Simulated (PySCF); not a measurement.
Start geometry of `FC1C[NH2+]C1` from GFN2-xTB (Å):
```
atom  x, y, z in Å
F1    -0.553    1.952   -0.445
C2    -0.381    0.924    0.420
C3     1.000    0.264    0.258
N4     0.378   -0.887   -0.469
C5    -0.988   -0.384   -0.117
H6    -0.681    1.268    1.411
H7     1.464   -0.037    1.195
H8     1.706    0.839   -0.341
H9     0.619   -1.822   -0.125
H10    0.561   -0.868   -1.479
H11   -1.648   -0.256   -0.974
H12   -1.475   -0.995    0.640
```

Problem. What comes out of this run: PySCF 2.14.0, PBE0-D3(BJ)/def2-SVP geometry optimisation, gas phase?

Solution. 
```
atom  x, y, z in Å
F1    -0.4730    1.9266   -0.5295
C2    -0.3301    0.9411    0.3841
C3     1.0444    0.2674    0.2813
N4     0.4168   -0.9129   -0.4348
C5    -0.9594   -0.3730   -0.0964
H6    -0.6328    1.3027    1.3769
H7     1.4860   -0.0568    1.2319
H8     1.7866    0.7915   -0.3339
H9     0.6452   -1.8442   -0.0677
H10    0.6117   -0.9283   -1.4431
H11   -1.6125   -0.2950   -0.9748
H12   -1.4271   -0.9876    0.6829
```

The energy falls by 0.036 eV over 4 energy and gradient evaluations, the largest force component goes from 0.0136 to 2.3e-04 Eh/bohr, and the atoms move by 0.022 Å rms after alignment. Among the bonds, C3–N4 and N4–C5 change most and about equally (+0.019 Å). Bonds longer at the end by more than 0.005 Å: 7 of 12; shorter: 0. Among the angles that change most is N4–C5–H12, from 112.6° to 110.2°. Rotational constants go from 9352, 4551, 3770 to 9204, 4561, 3780 MHz. The orientation of the end geometry is arbitrary; only internal coordinates are fixed.

The run used 105 basis functions and 25 SCF cycles in all. On Arm Neoverse V1, one thread, no GPU, on a shared host, this took 13 s.

Whether it is a minimum is left open (no frequencies).

One conformer stands for the species.
